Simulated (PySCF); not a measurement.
Some computed properties have been withheld. Give your best values.

Species: BH₄ (charge -1).
Hydrogens: H2, H3, H4, H5 on B1.

```csv
property,level,value
point group,PBE0-D3(BJ)/def2-SVP,Td
"rotational constants A, B, C",PBE0-D3(BJ)/def2-SVP,?
HOMO energy,B3LYP/pcSseg-1,?
LUMO energy,B3LYP/pcSseg-1,?
1H chemical shifts (computed TMS as zero) by class,GIAO B3LYP/pcSseg-1,?
"isotropic shieldings of nuclei other than C and H, by class",GIAO B3LYP/pcSseg-1,?
```

The electronic properties come from PySCF, for the isolated species, density fitting. Isolated species at its PBE0-D3(BJ)/def2-SVP geometry, gas phase. No diffuse functions stand in pcSseg-1, which bears on an anion's orbital energies.

Problem. Give the rotational constants A, B, C.

Solution. 119.898, 119.896, 119.892 GHz.

Problem. What are the isotropic shieldings of nuclei other than C and H, by class?

Solution. 148 (B1) ppm.

Problem. Give the LUMO energy.

Solution. 7.94 eV.

Problem. What is the HOMO energy?

Solution. -1.59 eV.

Problem. What are the 1H chemical shifts (computed TMS as zero) by class?

Solution. -0.26 (H2/H3/H4/H5) ppm.

The rotational constants are those of a spherical top; the small spread among constants that symmetry makes equal is optimisation noise. With B = h/(8π²I), that is 505.379 GHz u Å² over I, the principal moments of inertia are 4.22, 4.22 and 4.22 u Å² (most abundant isotopes).
